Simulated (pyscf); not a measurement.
H₃C–CH₂–Al(Cl)–Cl -> Cl–AlH–Cl + H₂C=CH₂ (elimination; singlet surface; Al–C, C–H broken, Al–H formed). Single points on ωB97X-D3(BJ)/def2-SVP structures (PySCF, gas phase). Energies in eV from the reactant's lowest minimum found.

```tsv
level	barrier	reaction energy
PBE/def2-TZVP	1.57	+1.49
r²SCAN/def2-TZVP	1.57	+1.56
B3LYP-D3(BJ)/def2-TZVP	1.68	+1.43
PBE0-D3(BJ)/def2-TZVP	1.67	+1.67
M06-2X/def2-TZVP	1.73	+1.59
ωB97M-D3(BJ)/def2-TZVP	1.75	+1.50
```

On the reactant side the descent ends in a point that may be a rotor saddle (no frequency run), 0.15 eV over the lowest minimum found and 1.59 eV under the saddle at ωB97X-D3(BJ)/def2-TZVP. On the product side the descent ends in a bound adduct, 0.65 eV under the separated species and 0.76 eV under the saddle at ωB97X-D3(BJ)/def2-TZVP. At the saddle there is also a short Al–C contact that neither side keeps. One saddle was located; it need not be the lowest between these sides.
